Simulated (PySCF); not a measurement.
## Vibration and rotation of SiS

RHF-CCSD(T) constants of SiS, ¹Σ⁺ (singlet), closed shell (basis Si x2c-TZVPPall, S x2c-TZVPPall; spin-free X2C with a Gaussian nucleus; PySCF 2.14; masses 27.9769 and 31.9721 u):

```
ωe              : 743.1 cm⁻¹
ωexe            : 2.52 cm⁻¹
Be              : 0.29895 cm⁻¹
αe              : 0.00143 cm⁻¹
D (centrifugal) : 1.94e-07 cm⁻¹
De to Si + S    : 6.02 eV
```

(1) Give the band origin of the fundamental and the first lines of its P and R branches.

(2) Near which J would the R branch turn back, without centrifugal distortion?

Measured values (Huber and Herzberg, Constants of Diatomic Molecules (1979)): ωe = 749.64 cm⁻¹, ωexe = 2.577 cm⁻¹, Be = 0.30352788 cm⁻¹, αe = 0.00147308 cm⁻¹.

Correlated steps freeze 10 core orbitals. Where the molecule has an RHF reference, its open-shell atoms are computed with UHF. The CCSD T1 diagnostic is raised, a sign that a single reference may not be enough here.

## Answers

(1) ν0 = ωe − 2ωexe = 738.1 cm⁻¹, B0 = 0.29823, B1 = 0.29680 cm⁻¹.

```json
{"J″": "0", "P(J″) − ν0": "", "R(J″) − ν0": "0.594"}
{"J″": "1", "P(J″) − ν0": "-0.596", "R(J″) − ν0": "1.184"}
{"J″": "2", "P(J″) − ν0": "-1.196", "R(J″) − ν0": "1.772"}
{"J″": "3", "P(J″) − ν0": "-1.798", "R(J″) − ν0": "2.357"}
{"J″": "4", "P(J″) − ν0": "-2.403", "R(J″) − ν0": "2.939"}
{"J″": "5", "P(J″) − ν0": "-3.011", "R(J″) − ν0": "3.519"}
{"J″": "6", "P(J″) − ν0": "-3.622", "R(J″) − ν0": "4.095"}
```

(2) At J ≈ (B0 + B1)/(2(B0 − B1)) − 1 ≈ 210.
